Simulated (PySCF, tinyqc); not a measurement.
Inside a calculation. Method: RHF in the sto-3g basis, for CH2, spin multiplicity 1. The lowest restricted solution is unstable here: a spin-polarised one lies 0.0279 hartree lower (PySCF). One step of it, computed by the program tinyqc.

Question. Iteration 2: diagonalisation and new density. Diagonalise F' = X^T F X, C = X C', fill 4 alpha and 4 beta electrons from the bottom; D = 2 C_occ C_occ^T. Each column has its largest component positive (the first on a tie).

Fock matrix F (hartree), lower triangle:
```
             1C 1s      1C 2s     1C 2px     1C 2py     1C 2pz      2H 1s      3H 1s
1C 1s   -11.606169
1C 2s    -3.074264  -1.696557
1C 2px    0.000000   0.000000  -0.098018
1C 2py    0.000000   0.000000   0.000000  -0.263673
1C 2pz   -0.004817   0.024122   0.000000   0.000000  -0.193595
2H 1s    -0.273122  -0.363279   0.000000  -0.268801  -0.162738  -0.216255
3H 1s    -0.273122  -0.363279   0.000000   0.268801  -0.162738  -0.049424  -0.216255
```

X, lower triangle:
```
            1C 1s      1C 2s    1C 2px     1C 2py     1C 2pz      2H 1s     3H 1s
1C 1s    1.025395
1C 2s   -0.137202   1.085489
1C 2px   0.000000   0.000000  1.000000
1C 2py   0.000000   0.000000  0.000000   1.056162
1C 2pz  -0.004090   0.031508  0.000000   0.000000   1.016207
2H 1s    0.016306  -0.147917  0.000000  -0.143619  -0.076444   1.065759
3H 1s    0.016306  -0.147917  0.000000   0.143619  -0.076444  -0.007855  1.065759
```

Give: F' = X^T F X; orbital energies; coefficients C; D after iteration 2.

Answer.

F' = X^T F X (hartree), lower triangle:
```
         1       2       3       4       5       6       7
1  -11.385
2   -1.537  -1.098
3    0.000   0.000  -0.098
4    0.000   0.000   0.000  -0.138
5   -0.023   0.085   0.000   0.000  -0.149
6    0.000  -0.180   0.000  -0.250  -0.157  -0.063
7    0.000  -0.180   0.000   0.250  -0.157  -0.025  -0.063
```

orbital energies (hartree): MO1 -11.610, MO2 -0.947, MO3 -0.445, MO4 -0.328, MO5 -0.098, MO6 0.166, MO7 0.270

coefficients C:
```
           MO1     MO2     MO3     MO4    MO5     MO6     MO7
1C 1s    0.995  -0.268   0.000   0.048  0.000  -0.085   0.000
1C 2s    0.021   0.993   0.000  -0.255  0.000   0.436   0.000
1C 2px   0.000   0.000   0.000   0.000  1.000   0.000   0.000
1C 2py   0.000   0.000   0.664   0.000  0.000   0.000   0.846
1C 2pz   0.001  -0.028   0.000   0.742  0.000   0.703   0.000
2H 1s   -0.003   0.064   0.389   0.400  0.000  -0.651  -0.667
3H 1s   -0.003   0.064  -0.389   0.400  0.000  -0.651   0.667
```

D after iteration 2, lower triangle:
```
         1C 1s   1C 2s  1C 2px  1C 2py  1C 2pz  2H 1s  3H 1s
1C 1s    2.127
1C 2s   -0.515   2.104
1C 2px   0.000   0.000   0.000
1C 2py   0.000   0.000   0.000   0.883
1C 2pz   0.089  -0.434   0.000   0.000   1.102
2H 1s   -0.001  -0.076   0.000   0.517   0.589  0.630
3H 1s   -0.001  -0.076   0.000  -0.517   0.589  0.025  0.630
```
